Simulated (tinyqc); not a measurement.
Worked calculation (part 1 of 2): UHF in the sto-3g basis, for H2O, spin multiplicity 3. This run ends on a higher stationary point, not on the lowest solution. Computed by tinyqc, a small Python program that keeps every step (integrals from PySCF). Settings: charge = 0, multiplicity = 3, basis = sto-3g, energy threshold = 1e-10, iteration cap = 60, orthogonalisation = canonical, start = Wolfsberg-Helmholz matrix, DIIS depth = 8, DIIS from iteration = 3, damping = 0.7, method = UHF. Command: `OMP_NUM_THREADS=1 python tinyqc.py 22290 22291 out.jsonl` (the two numbers bound the seeds that draw the settings). One thread of a shared host (Intel(R) Xeon(R) Processor @ 2.60GHz), about 0.2 s of CPU time with the checks. Later iterations appear only in the table of the cycle.

## One-electron integrals

Geometry (angstrom):
```
atom       x        y       z
O     0.0000   0.0000  0.0000
H     0.0000   1.1500  0.7790
H     0.0000  -1.1500  0.7790
```

Basis sto-3g: exponents (1/bohr^2) and contraction coefficients of normalised primitives:
```
element  l (shell)  exponent  coefficient
O            s (1)  130.7093       0.1543
O            s (1)   23.8089       0.5353
O            s (1)    6.4436       0.4446
O            s (2)    5.0332      -0.1000
O            s (2)    1.1696       0.3995
O            s (2)    0.3804       0.7001
O            p (3)    5.0332       0.1559
O            p (3)    1.1696       0.6077
O            p (3)    0.3804       0.3920
H            s (1)    3.4253       0.1543
H            s (1)    0.6239       0.5353
H            s (1)    0.1689       0.4446
```

Overlap, kinetic and nuclear-attraction integrals over the contracted functions; the nuclear repulsion is the sum of Za Zb / Rab.

nuclear repulsion = 6.325679 hartree

overlap S, lower triangle:
```
         1O 1s   1O 2s  1O 2px   1O 2py  1O 2pz   2H 1s   3H 1s
1O 1s   1.0000
1O 2s   0.2367  1.0000
1O 2px  0.0000  0.0000  1.0000
1O 2py  0.0000  0.0000  0.0000   1.0000
1O 2pz  0.0000  0.0000  0.0000   0.0000  1.0000
2H 1s   0.0197  0.2417  0.0000   0.1933  0.1310  1.0000
3H 1s   0.0197  0.2417  0.0000  -0.1933  0.1310  0.0714  1.0000
```

kinetic energy T (hartree), lower triangle:
```
          1O 1s   1O 2s  1O 2px   1O 2py  1O 2pz    2H 1s   3H 1s
1O 1s   29.0032
1O 2s   -0.1680  0.8081
1O 2px   0.0000  0.0000  2.5287
1O 2py   0.0000  0.0000  0.0000   2.5287
1O 2pz   0.0000  0.0000  0.0000   0.0000  2.5287
2H 1s   -0.0063  0.0053  0.0000   0.0517  0.0350   0.7600
3H 1s   -0.0063  0.0053  0.0000  -0.0517  0.0350  -0.0114  0.7600
```

nuclear attraction V (hartree), lower triangle:
```
           1O 1s    1O 2s   1O 2px   1O 2py   1O 2pz    2H 1s    3H 1s
1O 1s   -61.3804
1O 2s    -7.3634  -9.8134
1O 2px    0.0000   0.0000  -9.7086
1O 2py    0.0000   0.0000   0.0000  -9.7747
1O 2pz   -0.0083  -0.1038   0.0000   0.0000  -9.7389
2H 1s    -0.6251  -1.6917   0.0000  -1.1656  -0.8067  -4.4848
3H 1s    -0.6251  -1.6917   0.0000   1.1656  -0.8067  -0.3666  -4.4848
```

core Hamiltonian H = T + V (hartree), lower triangle:
```
           1O 1s    1O 2s   1O 2px   1O 2py   1O 2pz    2H 1s    3H 1s
1O 1s   -32.3772
1O 2s    -7.5314  -9.0053
1O 2px    0.0000   0.0000  -7.1798
1O 2py    0.0000   0.0000   0.0000  -7.2460
1O 2pz   -0.0083  -0.1038   0.0000   0.0000  -7.2102
2H 1s    -0.6314  -1.6864   0.0000  -1.1138  -0.7717  -3.7247
3H 1s    -0.6314  -1.6864   0.0000   1.1138  -0.7717  -0.3781  -3.7247
```

## Two-electron integrals

Functions are numbered as in S; the eight-fold symmetry (ij|kl) = (ji|kl) = (kl|ij) leaves the list below.

Two-electron integrals (ij|kl) in chemists' order, unique and non-zero (hartree):
```
(11|11) 4.7851      (21|11) 0.7414      (21|21) 0.1369      (22|11) 1.1189
(22|21) 0.2566      (22|22) 0.8172      (31|31) 0.0245      (32|31) 0.0378
(32|32) 0.1805      (33|11) 1.1158      (33|21) 0.2567      (33|22) 0.8170
(33|33) 0.8802      (41|41) 0.0245      (42|41) 0.0378      (42|42) 0.1805
(43|43) 0.0474      (44|11) 1.1158      (44|21) 0.2567      (44|22) 0.8170
(44|33) 0.7853      (44|44) 0.8802      (51|51) 0.0245      (52|51) 0.0378
(52|52) 0.1805      (53|53) 0.0474      (54|54) 0.0474      (55|11) 1.1158
(55|21) 0.2567      (55|22) 0.8170      (55|33) 0.7853      (55|44) 0.7853
(55|55) 0.8802      (61|11) 0.0622      (61|21) 0.0114      (61|22) 0.0213
(61|33) 0.0213      (61|41) 4.04e-04    (61|42) 0.0008      (61|44) 0.0213
(61|51) 2.74e-04    (61|52) 0.0005      (61|54) 5.28e-05    (61|55) 0.0213
(61|61) 0.0010      (62|11) 0.1815      (62|21) 0.0423      (62|22) 0.1531
(62|33) 0.1504      (62|41) 0.0026      (62|42) 0.0215      (62|44) 0.1559
(62|51) 0.0017      (62|52) 0.0145      (62|54) 0.0037      (62|55) 0.1529
(62|61) 0.0036      (62|62) 0.0385      (63|31) 0.0040      (63|32) 0.0249
(63|43) 0.0042      (63|53) 0.0029      (63|63) 0.0050      (64|11) 0.1195
(64|21) 0.0282      (64|22) 0.1091      (64|33) 0.1044      (64|41) 0.0055
(64|42) 0.0389      (64|44) 0.1165      (64|51) 0.0010      (64|52) 0.0095
(64|54) 0.0053      (64|55) 0.1061      (64|61) 0.0025      (64|62) 0.0335
(64|64) 0.0338      (65|11) 0.0810      (65|21) 0.0191      (65|22) 0.0739
(65|33) 0.0707      (65|41) 0.0010      (65|42) 0.0095      (65|44) 0.0732
(65|51) 0.0047      (65|52) 0.0313      (65|54) 0.0059      (65|55) 0.0776
(65|61) 0.0017      (65|62) 0.0227      (65|64) 0.0195      (65|65) 0.0182
(66|11) 0.3784      (66|21) 0.0895      (66|22) 0.3737      (66|33) 0.3612
(66|41) 0.0058      (66|42) 0.0689      (66|44) 0.3866      (66|51) 0.0039
(66|52) 0.0467      (66|54) 0.0172      (66|55) 0.3729      (66|61) 0.0076
(66|62) 0.1298      (66|64) 0.1293      (66|65) 0.0876      (66|66) 0.7746
(71|11) 0.0622      (71|21) 0.0114      (71|22) 0.0213      (71|33) 0.0213
(71|41) -4.04e-04   (71|42) -0.0008     (71|44) 0.0213      (71|51) 2.74e-04
(71|52) 0.0005      (71|54) -5.28e-05   (71|55) 0.0213      (71|61) 0.0009
(71|62) 0.0035      (71|64) 0.0022      (71|65) 0.0016      (71|66) 0.0074
(71|71) 0.0010      (72|11) 0.1815      (72|21) 0.0423      (72|22) 0.1531
(72|33) 0.1504      (72|41) -0.0026     (72|42) -0.0215     (72|44) 0.1559
(72|51) 0.0017      (72|52) 0.0145      (72|54) -0.0037     (72|55) 0.1529
(72|61) 0.0035      (72|62) 0.0290      (72|64) 0.0179      (72|65) 0.0165
(72|66) 0.0759      (72|71) 0.0036      (72|72) 0.0385      (73|31) 0.0040
(73|32) 0.0249      (73|43) -0.0042     (73|53) 0.0029      (73|63) 0.0036
(73|73) 0.0050      (74|11) -0.1195     (74|21) -0.0282     (74|22) -0.1091
(74|33) -0.1044     (74|41) 0.0055      (74|42) 0.0389      (74|44) -0.1165
(74|51) -0.0010     (74|52) -0.0095     (74|54) 0.0053      (74|55) -0.1061
(74|61) -0.0022     (74|62) -0.0179     (74|64) -0.0079     (74|65) -0.0101
(74|66) -0.0456     (74|71) -0.0025     (74|72) -0.0335     (74|74) 0.0338
(75|11) 0.0810      (75|21) 0.0191      (75|22) 0.0739      (75|33) 0.0707
(75|41) -0.0010     (75|42) -0.0095     (75|44) 0.0732      (75|51) 0.0047
(75|52) 0.0313      (75|54) -0.0059     (75|55) 0.0776      (75|61) 0.0016
(75|62) 0.0165      (75|64) 0.0101      (75|65) 0.0128      (75|66) 0.0466
(75|71) 0.0017      (75|72) 0.0227      (75|74) -0.0195     (75|75) 0.0182
(76|11) 0.0369      (76|21) 0.0087      (76|22) 0.0343      (76|33) 0.0335
(76|44) 0.0342      (76|51) 0.0006      (76|52) 0.0057      (76|55) 0.0351
(76|61) 0.0007      (76|62) 0.0085      (76|64) 0.0066      (76|65) 0.0057
(76|66) 0.0309      (76|71) 0.0007      (76|72) 0.0085      (76|74) -0.0066
(76|75) 0.0057      (76|76) 0.0025      (77|11) 0.3784      (77|21) 0.0895
(77|22) 0.3737      (77|33) 0.3612      (77|41) -0.0058     (77|42) -0.0689
(77|44) 0.3866      (77|51) 0.0039      (77|52) 0.0467      (77|54) -0.0172
(77|55) 0.3729      (77|61) 0.0074      (77|62) 0.0759      (77|64) 0.0456
(77|65) 0.0466      (77|66) 0.2298      (77|71) 0.0076      (77|72) 0.1298
(77|74) -0.1293     (77|75) 0.0876      (77|76) 0.0309      (77|77) 0.7746
```

## Orthogonalisation

S = U s U^T; canonical form X = U s^(-1/2), so that X^T S X = 1. Each column of U has its largest component positive (the first on a tie).

eigenvalues of S: 0.5925  0.6886  0.8982  1.0000  1.0955  1.2400  1.4852

X:
```
              1        2        3       4        5        6       7
1O 1s   -0.4696   0.0000   0.6538  0.0000  -0.5791   0.0000  0.2819
1O 2s    0.8956   0.0000  -0.2363  0.0000  -0.2718   0.0000  0.5149
1O 2px   0.0000   0.0000   0.0000  1.0000   0.0000   0.0000  0.0000
1O 2py   0.0000   0.7951   0.0000  0.0000   0.0000   0.6748  0.0000
1O 2pz   0.3375   0.0000   0.6956  0.0000   0.6308   0.0000  0.2045
2H 1s   -0.5250  -0.6404  -0.2704  0.0000   0.2299   0.4189  0.3788
3H 1s   -0.5250   0.6404  -0.2704  0.0000   0.2299  -0.4189  0.3788
```

## Starting guess

The start is the generalised Wolfsberg-Helmholz matrix (K = 1.75) built on H; D(s) = C_occ C_occ^T for each spin.

D(alpha) at the start, lower triangle:
```
          1O 1s    1O 2s  1O 2px   1O 2py  1O 2pz    2H 1s   3H 1s
1O 1s    1.0452
1O 2s   -0.1927   0.8353
1O 2px   0.0000   0.0000  1.0000
1O 2py   0.0000   0.0000  0.0000   1.0875
1O 2pz   0.0246  -0.0909  0.0000   0.0000  0.9643
2H 1s   -0.0516   0.1560  0.0000  -0.2264  0.0505   0.6197
3H 1s   -0.0516   0.1560  0.0000   0.2264  0.0505  -0.5514  0.6197
```

D(beta) at the start, lower triangle:
```
          1O 1s    1O 2s  1O 2px   1O 2py  1O 2pz   2H 1s   3H 1s
1O 1s    1.0452
1O 2s   -0.1927   0.8353
1O 2px   0.0000   0.0000  0.0000
1O 2py   0.0000   0.0000  0.0000   0.8915
1O 2pz   0.0246  -0.0909  0.0000   0.0000  0.9643
2H 1s   -0.0516   0.1560  0.0000   0.1086  0.0505  0.0474
3H 1s   -0.0516   0.1560  0.0000  -0.1086  0.0505  0.0209  0.0474
```

## Iteration 1: building the Fock matrix

J_ij = sum D_kl (ij|kl) with D = D(alpha) + D(beta), K_ij = sum D_kl (ik|jl) for each spin; F = H + J - K(s); E = tr D H + tr D J / 2 - 0.5 sum_s tr D(s) K(s) + E_nn.

Coulomb J (hartree), lower triangle:
```
          1O 1s   1O 2s  1O 2px   1O 2py  1O 2pz   2H 1s   3H 1s
1O 1s   17.4193
1O 2s    3.2854  8.1391
1O 2px   0.0000  0.0000  8.0529
1O 2py   0.0000  0.0000  0.0000   8.1811
1O 2pz  -0.0032  0.0205  0.0000   0.0000  8.1601
2H 1s    0.2741  1.5161  0.0000   1.0836  0.7389  3.9237
3H 1s    0.2741  1.5161  0.0000  -1.0836  0.7389  0.3427  3.9237
```

exchange K(alpha) (hartree), lower triangle:
```
         1O 1s    1O 2s  1O 2px   1O 2py  1O 2pz    2H 1s   3H 1s
1O 1s   4.8986
1O 2s   0.8619   1.3639
1O 2px  0.0000   0.0000  1.1530
1O 2py  0.0000   0.0000  0.0000   1.1815
1O 2pz  0.0014  -0.0355  0.0000   0.0000  1.1469
2H 1s   0.0725   0.3108  0.0000   0.1758  0.1384   0.5307
3H 1s   0.0725   0.3108  0.0000  -0.1758  0.1384  -0.0131  0.5307
```

exchange K(beta) (hartree), lower triangle:
```
         1O 1s    1O 2s  1O 2px   1O 2py  1O 2pz   2H 1s   3H 1s
1O 1s   4.8699
1O 2s   0.8188   1.1658
1O 2px  0.0000   0.0000  0.2676
1O 2py  0.0000   0.0000  0.0000   1.0699
1O 2pz  0.0021  -0.0337  0.0000   0.0000  1.0919
2H 1s   0.0693   0.2758  0.0000   0.1881  0.1200  0.1919
3H 1s   0.0693   0.2758  0.0000  -0.1881  0.1200  0.0564  0.1919
```

F(alpha) (hartree), lower triangle:
```
           1O 1s    1O 2s   1O 2px   1O 2py   1O 2pz    2H 1s    3H 1s
1O 1s   -19.8565
1O 2s    -5.1080  -2.2301
1O 2px    0.0000   0.0000  -0.2800
1O 2py    0.0000   0.0000   0.0000  -0.2463
1O 2pz   -0.0129  -0.0479   0.0000   0.0000  -0.1970
2H 1s    -0.4298  -0.4811   0.0000  -0.2060  -0.1712  -0.3317
3H 1s    -0.4298  -0.4811   0.0000   0.2060  -0.1712  -0.0223  -0.3317
```

F(beta) (hartree), lower triangle:
```
           1O 1s    1O 2s  1O 2px   1O 2py   1O 2pz    2H 1s   3H 1s
1O 1s   -19.8278
1O 2s    -5.0649  -2.0320
1O 2px    0.0000   0.0000  0.6055
1O 2py    0.0000   0.0000  0.0000  -0.1347
1O 2pz   -0.0135  -0.0497  0.0000   0.0000  -0.1420
2H 1s    -0.4265  -0.4461  0.0000  -0.2184  -0.1528   0.0071
3H 1s    -0.4265  -0.4461  0.0000   0.2184  -0.1528  -0.0917  0.0071
```

total energy of this density = -74.358092 hartree

This density is the starting one.

## Iteration 1: diagonalisation and new density

Diagonalise F' = X^T F X, C = X C', fill 6 alpha and 4 beta electrons from the bottom; D(s) = C_occ C_occ^T; the new density keeps 0.7 of the old one (damping). Each column has its largest component positive (the first on a tie).

F' = X^T F X (alpha) (hartree), lower triangle:
```
         1       2        3        4        5        6        7
1  -1.5109
2   0.0000  0.0102
3   3.2950  0.0000  -6.8677
4   0.0000  0.0000   0.0000  -0.2800
5  -3.2495  0.0000   7.2787   0.0000  -8.2719
6   0.0000  0.0747   0.0000   0.0000   0.0000  -0.4538
7   1.8624  0.0000  -4.7406   0.0000   5.3871   0.0000  -4.3848
```

orbital energies (alpha) (hartree): MO1 -19.8663, MO2 -1.0205, MO3 -0.4655, MO4 -0.2905, MO5 -0.2800, MO6 0.0219, MO7 0.1420

coefficients C (alpha):
```
            MO1      MO2      MO3      MO4     MO5      MO6      MO7
1O 1s    0.9941  -0.2444   0.0000   0.0804  0.0000   0.0000  -0.0919
1O 2s    0.0245   0.9189   0.0000  -0.3707  0.0000   0.0000   0.4630
1O 2px   0.0000   0.0000   0.0000   0.0000  1.0000   0.0000   0.0000
1O 2py   0.0000   0.0000   0.5434   0.0000  0.0000   0.8901   0.0000
1O 2pz   0.0015   0.0641   0.0000   0.7799  0.0000   0.0000   0.6519
2H 1s   -0.0034   0.1592   0.5132   0.3367  0.0000  -0.5676  -0.6375
3H 1s   -0.0034   0.1592  -0.5132   0.3367  0.0000   0.5676  -0.6375
```

F' = X^T F X (beta) (hartree), lower triangle:
```
         1        2        3       4        5        6        7
1  -1.3039
2   0.0000   0.4406
3   3.3362   0.0000  -6.7989
4   0.0000   0.0000   0.0000  0.6055
5  -3.3443   0.0000   7.2730  0.0000  -8.1824
6   0.0000  -0.0820   0.0000  0.0000   0.0000  -0.2737
7   1.8499   0.0000  -4.8031  0.0000   5.4026   0.0000  -4.2040
```

orbital energies (beta) (hartree): MO1 -19.8358, MO2 -0.8366, MO3 -0.2830, MO4 -0.1873, MO5 0.3705, MO6 0.4499, MO7 0.6055

coefficients C (beta):
```
            MO1      MO2      MO3      MO4      MO5      MO6     MO7
1O 1s    0.9947  -0.2422   0.0000   0.0649   0.1028   0.0000  0.0000
1O 2s    0.0221   0.9182   0.0000  -0.2915  -0.5180   0.0000  0.0000
1O 2px   0.0000   0.0000   0.0000   0.0000   0.0000   0.0000  1.0000
1O 2py   0.0000   0.0000   0.7601   0.0000   0.0000   0.7140  0.0000
1O 2pz   0.0015   0.0806   0.0000   0.8867  -0.4945   0.0000  0.0000
2H 1s   -0.0030   0.1578   0.3442   0.2096   0.6901  -0.6835  0.0000
3H 1s   -0.0030   0.1578  -0.3442   0.2096   0.6901   0.6835  0.0000
```

D(alpha) after iteration 1, lower triangle:
```
          1O 1s    1O 2s  1O 2px   1O 2py  1O 2pz    2H 1s   3H 1s
1O 1s    1.0479
1O 2s   -0.2039   0.8795
1O 2px   0.0000   0.0000  1.0000
1O 2py   0.0000   0.0000  0.0000   1.0875
1O 2pz   0.0318  -0.1327  0.0000   0.0000  0.8587
2H 1s   -0.0407   0.1156  0.0000  -0.2264  0.1172   0.6511
3H 1s   -0.0407   0.1156  0.0000   0.2264  0.1172  -0.5200  0.6511
```

D(beta) after iteration 1, lower triangle:
```
          1O 1s    1O 2s  1O 2px   1O 2py  1O 2pz    2H 1s   3H 1s
1O 1s    1.0473
1O 2s   -0.2006   0.8633
1O 2px   0.0000   0.0000  0.0000
1O 2py   0.0000   0.0000  0.0000   0.7974
1O 2pz   0.0290  -0.1190  0.0000   0.0000  0.9128
2H 1s   -0.0444   0.1343  0.0000   0.1545  0.0949   0.0894
3H 1s   -0.0444   0.1343  0.0000  -0.1545  0.0949  -0.0002  0.0894
```

## Iteration 2: building the Fock matrix

As before.

Coulomb J (hartree), lower triangle:
```
          1O 1s   1O 2s  1O 2px   1O 2py  1O 2pz   2H 1s   3H 1s
1O 1s   17.2883
1O 2s    3.2551  8.0603
1O 2px   0.0000  0.0000  7.9787
1O 2py   0.0000  0.0000  0.0000   8.1037
1O 2pz  -0.0054  0.0152  0.0000   0.0000  8.0754
2H 1s    0.2716  1.5062  0.0000   1.0792  0.7353  3.9429
3H 1s    0.2716  1.5062  0.0000  -1.0792  0.7353  0.3418  3.9429
```

exchange K(alpha) (hartree), lower triangle:
```
         1O 1s    1O 2s  1O 2px   1O 2py  1O 2pz    2H 1s   3H 1s
1O 1s   4.8998
1O 2s   0.8571   1.3607
1O 2px  0.0000   0.0000  1.1526
1O 2py  0.0000   0.0000  0.0000   1.1806
1O 2pz  0.0012  -0.0547  0.0000   0.0000  1.0789
2H 1s   0.0729   0.3050  0.0000   0.1766  0.1535   0.5563
3H 1s   0.0729   0.3050  0.0000  -0.1766  0.1535  -0.0050  0.5563
```

exchange K(beta) (hartree), lower triangle:
```
         1O 1s    1O 2s  1O 2px   1O 2py  1O 2pz   2H 1s   3H 1s
1O 1s   4.8694
1O 2s   0.8127   1.1550
1O 2px  0.0000   0.0000  0.2647
1O 2py  0.0000   0.0000  0.0000   1.0114
1O 2pz  0.0017  -0.0451  0.0000   0.0000  1.0599
2H 1s   0.0696   0.2743  0.0000   0.2005  0.1324  0.2326
3H 1s   0.0696   0.2743  0.0000  -0.2005  0.1324  0.0515  0.2326
```

F(alpha) (hartree), lower triangle:
```
           1O 1s    1O 2s   1O 2px   1O 2py   1O 2pz    2H 1s    3H 1s
1O 1s   -19.9887
1O 2s    -5.1334  -2.3057
1O 2px    0.0000   0.0000  -0.3538
1O 2py    0.0000   0.0000   0.0000  -0.3229
1O 2pz   -0.0149  -0.0339   0.0000   0.0000  -0.2137
2H 1s    -0.4328  -0.4852   0.0000  -0.2113  -0.1899  -0.3381
3H 1s    -0.4328  -0.4852   0.0000   0.2113  -0.1899  -0.0313  -0.3381
```

F(beta) (hartree), lower triangle:
```
           1O 1s    1O 2s  1O 2px   1O 2py   1O 2pz    2H 1s    3H 1s
1O 1s   -19.9583
1O 2s    -5.0891  -2.1000
1O 2px    0.0000   0.0000  0.5341
1O 2py    0.0000   0.0000  0.0000  -0.1537
1O 2pz   -0.0154  -0.0435  0.0000   0.0000  -0.1947
2H 1s    -0.4294  -0.4544  0.0000  -0.2352  -0.1687  -0.0144
3H 1s    -0.4294  -0.4544  0.0000   0.2352  -0.1687  -0.0878  -0.0144
```

total energy of this density = -74.419412 hartree

This density is a damped mixture and is not idempotent.

## Iteration 2: diagonalisation and new density

As before.

F' = X^T F X (alpha) (hartree), lower triangle:
```
         1        2        3        4        5        6        7
1  -1.5627
2   0.0000  -0.0255
3   3.3526   0.0000  -6.9222
4   0.0000   0.0000   0.0000  -0.3538
5  -3.2439   0.0000   7.3132   0.0000  -8.3496
6   0.0000   0.0332   0.0000   0.0000   0.0000  -0.4937
7   1.8553   0.0000  -4.7651   0.0000   5.4177   0.0000  -4.4354
```

orbital energies (alpha) (hartree): MO1 -19.9981, MO2 -1.0837, MO3 -0.4960, MO4 -0.3538, MO5 -0.3400, MO6 -0.0232, MO7 0.1520

coefficients C (alpha):
```
            MO1      MO2      MO3     MO4      MO5      MO6      MO7
1O 1s    0.9942  -0.2479   0.0000  0.0000   0.0753   0.0000  -0.0853
1O 2s    0.0241   0.9376   0.0000  0.0000  -0.3568   0.0000   0.4357
1O 2px   0.0000   0.0000   0.0000  1.0000   0.0000   0.0000   0.0000
1O 2py   0.0000   0.0000   0.6172  0.0000   0.0000   0.8406   0.0000
1O 2pz   0.0016   0.0476   0.0000  0.0000   0.7559   0.0000   0.6810
2H 1s   -0.0033   0.1384   0.4630  0.0000   0.3663  -0.6092  -0.6259
3H 1s   -0.0033   0.1384  -0.4630  0.0000   0.3663   0.6092  -0.6259
```

F' = X^T F X (beta) (hartree), lower triangle:
```
         1        2        3       4        5        6        7
1  -1.3539
2   0.0000   0.4420
3   3.3778   0.0000  -6.8709
4   0.0000   0.0000   0.0000  0.5341
5  -3.3557   0.0000   7.2943  0.0000  -8.2680
6   0.0000  -0.0752   0.0000  0.0000   0.0000  -0.3102
7   1.8411   0.0000  -4.8319  0.0000   5.4257   0.0000  -4.2583
```

orbital energies (beta) (hartree): MO1 -19.9660, MO2 -0.8966, MO3 -0.3177, MO4 -0.2489, MO5 0.3605, MO6 0.4495, MO7 0.5341

coefficients C (beta):
```
            MO1      MO2      MO3      MO4      MO5      MO6     MO7
1O 1s    0.9948  -0.2442   0.0000   0.0616   0.0988   0.0000  0.0000
1O 2s    0.0216   0.9299   0.0000  -0.2808  -0.5028   0.0000  0.0000
1O 2px   0.0000   0.0000   0.0000   0.0000   0.0000   0.0000  1.0000
1O 2py   0.0000   0.0000   0.7499   0.0000   0.0000   0.7247  0.0000
1O 2pz   0.0015   0.0734   0.0000   0.8840  -0.5005   0.0000  0.0000
2H 1s   -0.0029   0.1448   0.3538   0.2174   0.6905  -0.6785  0.0000
3H 1s   -0.0029   0.1448  -0.3538   0.2174   0.6905   0.6785  0.0000
```

D(alpha) after iteration 2, lower triangle:
```
          1O 1s    1O 2s  1O 2px   1O 2py  1O 2pz    2H 1s   3H 1s
1O 1s    1.0502
1O 2s   -0.2133   0.9177
1O 2px   0.0000   0.0000  1.0000
1O 2py   0.0000   0.0000  0.0000   1.0875
1O 2pz   0.0362  -0.1604  0.0000   0.0000  0.7732
2H 1s   -0.0315   0.0806  0.0000  -0.2264  0.1671   0.6774
3H 1s   -0.0315   0.0806  0.0000   0.2264  0.1671  -0.4937  0.6774
```

D(beta) after iteration 2, lower triangle:
```
          1O 1s    1O 2s  1O 2px   1O 2py  1O 2pz    2H 1s   3H 1s
1O 1s    1.0490
1O 2s   -0.2073   0.8875
1O 2px   0.0000   0.0000  0.0000
1O 2py   0.0000   0.0000  0.0000   0.7269
1O 2pz   0.0318  -0.1373  0.0000   0.0000  0.8751
2H 1s   -0.0385   0.1161  0.0000   0.1877  0.1273   0.1206
3H 1s   -0.0385   0.1161  0.0000  -0.1877  0.1273  -0.0172  0.1206
```
